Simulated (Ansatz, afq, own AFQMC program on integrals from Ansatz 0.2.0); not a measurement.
Two steps: Ansatz 0.2.0 writes the Fock matrix and Cholesky factors of the valence space, and afq projects on them the lowest state that overlaps trial and start.

```yaml
crystal:
  periodic: [false, false, false]
  atoms:
    - {symbol: Au, position_ang: [0.000000, 0.000000, 0.000000]}
    - {symbol: Si, position_ang: [0.000000, 0.000000, 3.714000]}
basis:
  gaussian: {orbitals: def2-SVP}
total_charge: 1
magnetization: {spin_polarized: true, initial_magnetization: 2}
correlation: {method: ccsd_t, electrons: outside_noble_gas, hamiltonian_folder: ham}
```

```sh
$ ansatz run in.yaml --threads 1 --pin off --events-out ev --progress --plain --max-ram 1382MiB
```

Options of the walk:

```
--method phaseless --trial hf --walkers 120 --populations 1 --least-time 40 --time-step 0.005 --steps-per-block 20 --equilibration-blocks 160 --max-blocks 600 --target-error 0.0027 --factor-cut 1e-05 --start spin_pure --seed 4946 --taylor-order 6
```

Times are imaginary, in 1/Eh. The walk had a cap of 2109 s. Core potentials past Kr, no spin–orbit coupling.

Log:

```
orbitals 41  electrons 8 6  factors 307 of 492
reference energy -423.28830068 Eh
CCSD correlation -0.28487168 Eh in 16 cycles, weight of the determinant in the CISD state 0.8342
energy of the start -423.288522 Eh
 block  time / (1/Eh)  mean weight  energy / Eh
     1     0.100  1.0011  -423.361258
     2     0.200  1.0008  -423.419000
     3     0.300  1.0020  -423.442412
     4     0.400  1.0011  -423.479244
     5     0.500  1.0019  -423.490415
     8     0.800  1.0001  -423.526085
    15     1.500  1.0004  -423.564295
    57     5.700  1.0013  -423.556527
    99     9.900  0.9993  -423.622945
   141    14.100  0.9939  -423.586991
   155    15.500  0.9978  -423.540182
   183    18.300  1.0006  -423.572565
   225    22.500  0.9999  -423.584612
   267    26.700  0.9993  -423.562057
   309    30.900  0.9995  -423.549605
   351    35.100  1.0006  -423.566054
   393    39.300  1.0003  -423.574496
   435    43.500  0.9982  -423.581137
   477    47.700  1.0008  -423.558856
   519    51.900  0.9996  -423.586017
   547    54.700  1.0006  -423.567589
blocks merged  error / Eh  count
     1  0.000993  400
     2  0.001300  200
     4  0.001643  100
     8  0.001966  50
    16  0.001876  25
    32  0.001688  12
energy -423.575841 +/- 0.001966 Eh
(rows thinned)
```

The run passed its tests (sampling time, drift between the halves within three errors, error under three times the target), which doesn't prove that it has relaxed.

Against this walk (error 53.5 meV) on the same determinant: CCSD(T) 71.6 meV lower (within the noise), a separate phaseless walk with a CISD trial and standard settings 59.5 ± 55.8 meV lower (within the noise). The error is statistical and leaves out the bias of the constraint. None of these is a sure reference here.

Cautions: constraint bias not in the error; no spin-orbit coupling; outer-core shells of the metal frozen; lower spins were not checked; higher spins were not checked; raised T1 diagnostic (T1 0.048, weight of the determinant 0.83, largest double 0.08); the bias of populations of 120 walkers isn't removed.

The walk took 2.9 min on 1 thread of Intel(R) Xeon(R) 6975P-C (Granite Rapids), with other jobs on the host. The log's last line is the phaseless energy.

A walk keeps the symmetry of its determinant, which the program's search chose and which needn't be the lowest solution, so a lower state of the same spin and another symmetry isn't excluded.
